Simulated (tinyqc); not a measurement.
Extended Hueckel theory, for CH3+, step by step. The parameters take no account of the charge, which enters only through the electron count. Computed by tinyqc, a small Python program that keeps every step (integrals from PySCF). Settings: charge = 1, K = 1.75, multiplicity = 1. Command: `OMP_NUM_THREADS=1 python tinyqc.py 27975 27976 out.jsonl` (the two numbers bound the seeds that draw the settings). One thread of a shared host (Intel(R) Xeon(R) Processor @ 2.60GHz), about 0.01 s of CPU time with the checks.

## Overlaps

Geometry (angstrom):
```
atom          x          y         z
C      0.000000   0.000000  0.015000
H      1.113000   0.000000  0.000000
H     -0.556000   0.964000  0.000000
H     -0.556000  -0.964000  0.000000
```

Parameters chosen for this run:
```
element  shell  Slater exponent   H_ii (eV)
C           2s         1.625000  -21.400000
C           2p         1.625000  -11.400000
H           1s         1.300000  -13.600000
```

Slater orbitals, each expanded in six Gaussians scaled to its exponent.

overlap S:
```
           1C 2s     1C 2px     1C 2py     1C 2pz      2H 1s      3H 1s      4H 1s
1C 2s   1.000000   0.000000   0.000000   0.000000   0.479438   0.479522   0.479522
1C 2px  0.000000   1.000000   0.000000   0.000000   0.483344  -0.241515  -0.241515
1C 2py  0.000000   0.000000   1.000000   0.000000   0.000000   0.418741  -0.418741
1C 2pz  0.000000   0.000000   0.000000   1.000000  -0.006514  -0.006516  -0.006516
2H 1s   0.479438   0.483344   0.000000  -0.006514   1.000000   0.115996   0.115996
3H 1s   0.479522  -0.241515   0.418741  -0.006516   0.115996   1.000000   0.115878
4H 1s   0.479522  -0.241515  -0.418741  -0.006516   0.115996   0.115878   1.000000
```

## Wolfsberg-Helmholz matrix

diagonal H_ii (eV): 1C 2s -21.400000, 1C 2px -11.400000, 1C 2py -11.400000, 1C 2pz -11.400000, 2H 1s -13.600000, 3H 1s -13.600000, 4H 1s -13.600000

K = 1.750000

H_ij = K' S_ij (H_ii + H_jj)/2 for i != j (the diagonal keeps H_ii), with K' = 1.75.

H (eV):
```
             1C 2s      1C 2px      1C 2py      1C 2pz       2H 1s       3H 1s       4H 1s
1C 2s   -21.400000    0.000000    0.000000    0.000000  -14.682774  -14.685349  -14.685349
1C 2px    0.000000  -11.400000    0.000000    0.000000  -10.573161    5.283134    5.283134
1C 2py    0.000000    0.000000  -11.400000    0.000000    0.000000   -9.159967    9.159967
1C 2pz    0.000000    0.000000    0.000000  -11.400000    0.142495    0.142531    0.142531
2H 1s   -14.682774  -10.573161    0.000000    0.142495  -13.600000   -2.760713   -2.760713
3H 1s   -14.685349    5.283134   -9.159967    0.142531   -2.760713  -13.600000   -2.757908
4H 1s   -14.685349    5.283134    9.159967    0.142531   -2.760713   -2.757908  -13.600000
```

## Orbitals

valence electrons = 6

Solve H C = S C e through S^(-1/2); fill by pairs from the bottom, a degenerate level sharing its electrons equally; each orbital has its largest coefficient positive (the first on a tie).

orbital energies (eV): -24.136153  -15.727349  -15.725482  -11.400684  5.249670  5.269706  18.179841

occupations: 2.000000  2.000000  2.000000  0.000000  0.000000  0.000000  0.000000

coefficients:
```
              MO1        MO2        MO3        MO4        MO5        MO6        MO7
1C 2s    0.680272   0.000000  -0.000068   0.009242  -0.000182   0.000000   1.345224
1C 2px  -0.000008   0.000000   0.523043   0.000000   1.175913   0.000000   0.000334
1C 2py   0.000000   0.522926   0.000000   0.000000   0.000000   1.176421   0.000000
1C 2pz   0.000692   0.000000   0.000000   0.999916   0.000004   0.000000  -0.020073
2H 1s    0.199389   0.000000   0.507596  -0.003341  -0.995743   0.000000  -0.758416
3H 1s    0.199424   0.439518  -0.253726  -0.003343   0.497925  -0.862641  -0.758401
4H 1s    0.199424  -0.439518  -0.253726  -0.003343   0.497925   0.862641  -0.758401
```

sum of one-electron energies = -111.177968 eV

## Mulliken analysis

P = C n C^T; charge = valence electrons (C 4, H 1) minus the sum of (P S)_ii on the atom; overlap population = 2 sum P_ij S_ij between two atoms.

charges: 1C 0.820319, 2H 0.059815, 3H 0.059933, 4H 0.059933

Overlap populations:
```
pair      value
2-1    0.773349
3-1    0.773415
3-2   -0.041307
4-1    0.773415
4-2   -0.041307
4-3   -0.041266
```
